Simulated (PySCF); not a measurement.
Species: formyl fluoride, CHFO.
Z-matrix (Å and degrees, PBE0-D3(BJ)/def2-SVP geometry), rows numbered from 1:
```
O 
C   1  1.1773
F   2  1.3286  1  123.23
H   2  1.1083  1  127.22  3  -179.93
```

Jobs on this species (4 atoms, 24 electrons) with PySCF (density fitting). Hardware of each: Arm Neoverse V2, one thread, shared host. The host was shared with other jobs, so the times are rough. Peak memory is the resident size of the whole Python process, interpreter and libraries included.

```tsv
level and settings	work	basis functions	SCF cycles	wall time	peak memory
LC-wPBE/pcSseg-2	shieldings	122	?	?	?
PBE0-D3(BJ)/def2-SVP, grid level 1	geometry optimisation from a GFN2-xTB start shaken at random	47	?	?	?
PBE0/def2-TZVP	shieldings, charges and field gradients	99	13	2.5 s	0.41 GiB
PBE0/6-31G	shieldings, charges and field gradients	29	13	1.1 s	0.41 GiB
BHandHLYP/pcSseg-2	shieldings	122	13	2.1 s	0.41 GiB
CAM-B3LYP/pcSseg-2	shieldings	122	13	3.1 s	0.52 GiB
PBE0/6-311+G(2d,p)	shieldings, charges and field gradients	87	13	2.1 s	0.41 GiB
WP04/pcSseg-2	shieldings	122	15	2.3 s	0.41 GiB
PBE0/STO-3G	shieldings, charges and field gradients	16	11	0.56 s	0.41 GiB
```

**Question.** Fill in the missing figures.

**Answer.** 
- LC-wPBE/pcSseg-2; shieldings: 4.2 s, 0.45 GiB, 14 SCF cycles
- PBE0-D3(BJ)/def2-SVP, grid level 1; geometry optimisation from a GFN2-xTB start shaken at random: 3.0 s, 0.25 GiB, 45 SCF cycles

**Question.** What do all jobs in the table cost together?

**Answer.** About 21 s; the longest takes about 20 % of that, and about 7.5 times as long as the shortest.
